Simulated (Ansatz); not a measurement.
**Relaxing Hf**

Method: Ansatz 0.2.0, DFT r2SCAN, scalar-relativistic, plane waves, PAW. Cutoff 500 eV, Γ-centred k mesh, Gaussian smearing, no spin polarisation in the final step.

The start puts Hf on the lonsdaleite structure type (P6_3/mmc, No. 194), at a guessed volume.

```xyz
4
Lattice="3.9875 0.0000 0.0000 -1.9938 3.4533 0.0000 0.0000 0.0000 6.5794" Properties=species:S:1:pos:R:3 pbc="T T T"
Hf    0.0000    2.3022    2.8785
Hf    1.9938    1.1511    6.1682
Hf    1.9938    1.1511    3.7009
Hf    0.0000    2.3022    0.4112
```

Cell and atoms relax at zero pressure; the relaxation can't lower the symmetry of the start. After a coarse first stage the cell is made exact in the group found at 0.06 Å.

Energies count from the standard state of Hf at the same level.

Describe the relaxed structure.

It ends in P6/mmm (No. 191). Conventional cell: a = 5.148 Å, c = 2.712 Å. Around Hf lie 2 Hf at 2.71 Å and 3 Hf at 2.97 Å.

Space group P6/mmm (No. 191). a = 5.148 Å, b = 5.148 Å, c = 2.712 Å, α = 90.00°, β = 90.00°, γ = 120.00°
```csv
atom,site,symmetry,x,y,z
Hf,2c,-6m2,0.3333,0.6667,0.0000
```

What are its volume, energy, density and gap?

The volume per atom is 31.12 Å³, the density is 9.52 g/cm³ and the energy over the standard structure is 1.87 eV/atom. The gap on the 12×12×20 mesh is 0 eV (a metal).

The final run used a 12×12×20 mesh on its 2-atom cell and 0.10 eV smearing. For metals, differences of a few meV/atom aren't resolved. Spin–orbit coupling is left out. A structure relaxed within its symmetry needn't be a true minimum. The steps took of the order of 8 core-minutes in all.